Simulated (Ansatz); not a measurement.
**HSE06/cc-pVTZ run of SiS (SMILES [Si-]#[S+])**

What is the energy change on altering one bond length of SiS at HSE06/cc-pVTZ? 

The results are computed with Ansatz 0.2.0.

43 further runs of the same task are left out: 43 set aside as unsound or not needed.

### 1 Starting point

SiS has 2 atoms, charge 0, and is taken as a singlet. As SMILES, `[Si-]#[S+]`. Geometry: the measured bond length.

Bond lengths: Si1–S2 1.929 Å.

### 2 The energy at HSE06/cc-pVTZ

The input, in.yaml:

```yaml
crystal:
  periodic: [false, false, false]
  atoms:
    - {symbol: Si, position_ang: [0.000000, 0.000000, 0.000000]}
    - {symbol: S, position_ang: [0.000000, 0.000000, 1.929321]}
basis:
  gaussian:
    orbitals: cc-pVTZ
hamiltonian:
  xc: hse06
magnetization:
  spin_polarized: false
accuracy: high
output:
  orbitals: {seedname: orbitals}
```

Run with:

```
$ ansatz run in.yaml --threads 1 --pin off --max-ram 3480MiB --events-out events.jsonl --progress --plain --runs-dir runs
```

What it wrote:

```text
Warning: RAYON_NUM_THREADS=1 ignored (pool sized by the plan → 1); use --threads N
Functional definition: HSE06
  name "HSE06"
  parameter a = 0.25
  parameter omega = 0.11/bohr
  exchange = pbe_x - a*pbe_x_sr(omega) + a*exact_x_sr(omega)
  correlation = pbe_c
939 factors; integrals over basis functions are off by at most 3.3e-9 eV
76 factors; integrals over basis functions are off by at most 1.1e-9 eV
mean field evaluation 1: about -18704.7619 eV, gradient 2.2e1 eV
mean field evaluation 2: about -18694.4616 eV, gradient 5.8e1 eV
mean field evaluation 4: about -18706.3364 eV, gradient 2.6e0 eV
mean field evaluation 8: about -18706.3578 eV, gradient 5.4e-2 eV
mean field evaluation 16: about -18706.3578 eV, gradient 7.1e-7 eV
mean field -18706.35783125 eV, -687.4459706736 hartree, gradient 5.8e-9 eV, S^2 0.000000; 0 other end points of the search recorded, 0 dependent functions left out
reference -18706.35783320 eV, -687.4459707453 hartree; 15, 15 occupied and 53, 53 virtual orbitals, 939 factors
Total energy: -18706.35783320 eV, -687.4459707453 hartree
```

It took 2.7 s on 1 thread of Arm Neoverse V1, shared host; peak memory 0.14 GiB.

### 3 The distorted shape, same level

The input, input.yaml:

```yaml
crystal:
  periodic: [false, false, false]
  atoms:
    - {symbol: Si, position_ang: [0.000000, 0.000000, -1.543479]}
    - {symbol: S, position_ang: [0.000000, 0.000000, 1.929321]}
basis:
  gaussian:
    orbitals: cc-pVTZ
hamiltonian:
  xc: {name: HSE06}
accuracy: high
output: {orbitals: {seedname: orbitals}}
```

Run with:

```
$ ansatz run input.yaml --threads 1 --pin off --max-ram 3480MiB --events-out events.jsonl --progress --plain --runs-dir runs
```

What it wrote, shortened:

```text
Warning: RAYON_NUM_THREADS=1 ignored (pool sized by the plan → 1); use --threads N
[... 2 set-up lines as earlier in the session ...]
[...]
861 factors; integrals over basis functions are off by at most 2.9e-9 eV
86 factors; integrals over basis functions are off by at most 8.9e-10 eV
[...]
mean field -18699.69897053 eV, -687.2012620557 hartree, gradient 7.3e-8 eV, S^2 0.000000; 9 other end points of the search recorded, 0 dependent functions left out
reference -18699.69897279 eV, -687.2012621389 hartree; 15, 15 occupied and 53, 53 virtual orbitals, 861 factors
Total energy: -18699.69897279 eV, -687.2012621389 hartree
```

It took 10 s on 1 thread of Arm Neoverse V1, shared host; peak memory 0.15 GiB.

### 4 Outcome

Level: HSE06/cc-pVTZ.

| quantity | value |
| --- | --- |
| first shape: total energy | -687.44597 Eh |
| first shape: HOMO energy | -7.64 eV |
| first shape: LUMO energy | -2.70 eV |
| first shape: HOMO–LUMO gap | 4.95 eV |
| distorted shape: total energy | -687.20126 Eh |
| distorted shape: HOMO energy | -5.80 eV |
| distorted shape: LUMO energy | -5.00 eV |
| distorted shape: HOMO–LUMO gap | 0.80 eV |
| energy change with the Si1–S2 bond stretched from 1.929 to 3.473 Å | 6.659 eV |

**Reading.** One bond (distorted shape) is far stretched, which a spin-restricted single reference describes badly; a broken-symmetry solution may lie lower. With the Si1–S2 bond stretched from 1.929 to 3.473 Å the energy rises by 6.66 eV (154 kcal/mol). The first shape isn't relaxed at this level, so the change isn't measured from a minimum. A restricted reference can't describe the breaking bond well at this length.
